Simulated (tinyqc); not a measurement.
Worked calculation: MP2 on RHF in the sto-6g basis, frozen core, for BH3, spin multiplicity 1. One step of it, computed by the program tinyqc.

Question. Second-order Moller-Plesset energy. E2 = sum_ijab (ia|jb) [2 (ia|jb) - (ib|ja)] / (e_i + e_j - e_a - e_b) over occupied i, j and virtual a, b; the opposite-spin part is (ia|jb)^2 / denominator, the rest is same-spin, and SCS-MP2 scales them by 6/5 and 1/3.

orbital energies (hartree): MO1 -7.529557, MO2 -0.643185, MO3 -0.444717, MO4 -0.444702, MO5 0.237548, MO6 0.603062, MO7 0.679836, MO8 0.679887

Two-electron integrals over orbitals (pq|rs), unique and non-zero (hartree); the lowest 1 orbital is frozen and left out:
```
(22|22) 0.434130    (32|32) 0.118668    (33|22) 0.427797    (33|33) 0.480392
(42|22) -0.000088   (42|33) -0.064031   (42|42) 0.118596    (43|32) -0.064007
(43|43) 0.049764    (44|22) 0.427698    (44|33) 0.380727    (44|42) 0.064069
(44|44) 0.480432    (52|22) -0.000368   (52|33) -0.000337   (52|42) 1.91e-07
(52|44) -0.000338   (52|52) 0.068234    (53|32) -0.000739   (53|43) 0.000732
(53|53) 0.016768    (54|22) 7.84e-07    (54|33) 0.000733    (54|42) -0.000739
(54|44) -0.000733   (54|52) 0.000014    (54|54) 0.016766    (55|22) 0.457427
(55|33) 0.424470    (55|42) -0.000005   (55|44) 0.424442    (55|52) 0.004667
(55|54) 2.46e-06    (55|55) 0.587142    (62|22) 0.045304    (62|33) 0.022191
(62|42) 0.000014    (62|44) 0.022085    (62|52) -0.000119   (62|54) 2.97e-06
(62|55) 0.112506    (62|62) 0.073219    (63|32) -0.043468   (63|43) 0.041590
(63|53) 0.000846    (63|63) 0.060938    (64|22) 0.000172    (64|33) 0.041816
(64|42) -0.043704   (64|44) -0.041668   (64|52) 4.73e-06    (64|54) 0.000850
(64|55) 0.000305    (64|62) 0.000308    (64|64) 0.061264    (65|22) -0.001667
(65|33) -0.000712   (65|42) 0.000006    (65|44) -0.000706   (65|52) 0.064357
(65|54) 0.000061    (65|55) 0.000168    (65|62) -0.002952   (65|64) -0.000006
(65|65) 0.065991    (66|22) 0.429818    (66|33) 0.427321    (66|42) 0.000539
(66|44) 0.427905    (66|52) -0.003014   (66|54) -0.000006   (66|55) 0.452481
(66|62) 0.030017    (66|64) -0.000149   (66|65) -0.003877   (66|66) 0.446043
(72|22) -0.000130   (72|33) 0.023601    (72|42) -0.002017   (72|44) -0.023733
(72|52) -6.57e-07   (72|54) 0.001069    (72|55) -0.000317   (72|62) -0.000095
(72|64) 0.046464    (72|65) 0.000008    (72|66) -0.000123   (72|72) 0.048979
(73|32) 0.049198    (73|43) -0.023970   (73|53) -0.000600   (73|63) -0.031083
(73|73) 0.034816    (74|22) 0.048601    (74|33) 0.052857    (74|42) -0.048955
(74|44) 0.005265    (74|52) 0.001834    (74|54) 0.000597    (74|55) 0.101489
(74|62) 0.070354    (74|64) 0.031175    (74|65) -0.000883   (74|66) 0.028618
(74|72) 0.009945    (74|74) 0.106147    (75|22) 2.46e-06    (75|33) -0.001199
(75|42) 0.002416    (75|44) 0.001204    (75|52) -0.000173   (75|54) 0.016221
(75|55) -1.27e-06   (75|62) 0.000008    (75|64) -0.000989   (75|65) -0.000120
(75|66) 0.000021    (75|72) 0.000298    (75|74) -0.001009   (75|75) 0.020435
(76|22) -0.000035   (76|33) -0.058442   (76|42) 0.107750    (76|44) 0.058564
(76|52) 0.000010    (76|54) -0.000961   (76|55) 0.000032    (76|62) 0.000044
(76|64) -0.046162   (76|65) 0.000014    (76|66) 0.000576    (76|72) -0.006899
(76|74) -0.050904   (76|75) 0.002130    (76|76) 0.110770    (77|22) 0.449050
(77|33) 0.411575    (77|42) 0.028882    (77|44) 0.478081    (77|52) 0.000803
(77|54) -0.000699   (77|55) 0.472558    (77|62) 0.049925    (77|64) -0.036655
(77|65) -0.000554   (77|66) 0.455711    (77|72) -0.029833   (77|74) 0.045979
(77|75) 0.000451    (77|76) 0.029661    (77|77) 0.518586    (82|32) -0.002067
(82|43) 0.023684    (82|53) 0.001069    (82|63) 0.046431    (82|73) -0.010386
(82|82) 0.048989    (83|22) 0.048520    (83|33) 0.005182    (83|42) 0.049086
(83|44) 0.052963    (83|52) 0.001834    (83|54) -0.000597   (83|55) 0.101470
(83|62) 0.070318    (83|64) -0.030890   (83|65) -0.000877   (83|66) 0.029126
(83|72) -0.010445   (83|74) 0.040275    (83|75) 0.001015    (83|76) 0.051166
(83|77) 0.067604    (83|83) 0.106302    (84|32) 0.049091    (84|43) -0.023859
(84|53) -0.000597   (84|63) -0.030920   (84|73) 0.031518    (84|82) -0.010253
(84|84) 0.034651    (85|32) 0.002416    (85|43) -0.001200   (85|53) 0.016220
(85|63) -0.000983   (85|73) 0.001016    (85|82) 0.000298    (85|84) 0.001013
(85|85) 0.020433    (86|32) 0.107628    (86|43) -0.058262   (86|53) -0.000957
(86|63) -0.045702   (86|73) 0.051151    (86|82) -0.006781   (86|84) 0.051036
(86|85) 0.002127    (86|86) 0.110455    (87|32) -0.029740   (87|43) 0.033695
(87|53) 0.000707    (87|63) 0.037122    (87|73) -0.011353   (87|82) 0.029756
(87|84) -0.011249   (87|85) -0.000466   (87|86) -0.030276   (87|87) 0.034536
(88|22) 0.449089    (88|33) 0.478388    (88|42) -0.029458   (88|44) 0.411240
(88|52) 0.000803    (88|54) 0.000706    (88|55) 0.472565    (88|62) 0.050058
(88|64) 0.037232    (88|65) -0.000557   (88|66) 0.455405    (88|72) 0.029586
(88|74) 0.067801    (88|75) -0.000459   (88|76) -0.030113   (88|77) 0.450294
(88|83) 0.045616    (88|88) 0.518904
```

Hartree-Fock energy = -26.30979052 hartree

Give: Terms; Pair energies; MP2 correlation energy; SCS-MP2 correlation energy; MP2 total energy.

Answer.

Terms (the 40 largest of 74):
```
i  j  a  b  (ia|jb)  (ib|ja)  denominator       term
3  3  8  8    0.106    0.106       -2.249     -0.005
4  4  7  7    0.106    0.106       -2.249     -0.005
2  4  6  7    0.070    0.046       -2.371  -2.80e-03
4  2  7  6    0.070    0.046       -2.371  -2.80e-03
3  2  8  6    0.070    0.046       -2.371  -2.79e-03
2  3  6  8    0.070    0.046       -2.371  -2.79e-03
2  2  5  5    0.068    0.068       -1.761  -2.64e-03
2  2  6  6    0.073    0.073       -2.492  -2.15e-03
4  4  6  6    0.061    0.061       -2.096  -1.79e-03
3  3  6  6    0.061    0.061       -2.096  -1.77e-03
2  2  8  8    0.049    0.049       -2.646  -9.07e-04
2  2  7  7    0.049    0.049       -2.646  -9.07e-04
3  4  8  7    0.040    0.032       -2.249  -8.78e-04
4  3  7  8    0.040    0.032       -2.249  -8.78e-04
3  3  7  7    0.035    0.035       -2.249  -5.39e-04
4  4  8  8    0.035    0.035       -2.249  -5.34e-04
4  4  7  6    0.031    0.031       -2.172  -4.47e-04
4  4  6  7    0.031    0.031       -2.172  -4.47e-04
3  3  7  6   -0.031   -0.031       -2.172  -4.45e-04
3  3  6  7   -0.031   -0.031       -2.172  -4.45e-04
4  2  6  7    0.046    0.070       -2.371  -4.42e-04
2  4  7  6    0.046    0.070       -2.371  -4.42e-04
3  2  6  8    0.046    0.070       -2.371  -4.41e-04
2  3  8  6    0.046    0.070       -2.371  -4.41e-04
3  4  6  8   -0.031   -0.031       -2.172  -4.41e-04
4  3  8  6   -0.031   -0.031       -2.172  -4.41e-04
4  3  6  8   -0.031   -0.031       -2.172  -4.39e-04
3  4  8  6   -0.031   -0.031       -2.172  -4.39e-04
3  4  7  8    0.032    0.040       -2.249  -3.19e-04
4  3  8  7    0.032    0.040       -2.249  -3.19e-04
3  3  5  5    0.017    0.017       -1.365  -2.06e-04
4  4  5  5    0.017    0.017       -1.365  -2.06e-04
3  2  8  7   -0.010   -0.010       -2.448  -4.48e-05
2  3  7  8   -0.010   -0.010       -2.448  -4.48e-05
3  2  7  8   -0.010   -0.010       -2.448  -4.38e-05
2  3  8  7   -0.010   -0.010       -2.448  -4.38e-05
2  4  8  8   -0.010   -0.010       -2.448  -4.30e-05
4  2  8  8   -0.010   -0.010       -2.448  -4.30e-05
4  2  7  7    0.010    0.010       -2.448  -4.04e-05
2  4  7  7    0.010    0.010       -2.448  -4.04e-05
```

Pair energies (hartree; pair i-j sums ij and ji):
```
pair  opposite spin  same spin
2-2          -0.007          0
3-2          -0.006  -4.82e-04
3-3          -0.008          0
4-2          -0.006  -4.82e-04
4-3       -4.09e-03  -6.82e-05
4-4          -0.008          0
```

MP2 correlation energy = -0.04093 hartree

SCS-MP2 correlation energy = -0.04823 hartree

MP2 total energy = -26.35072 hartree
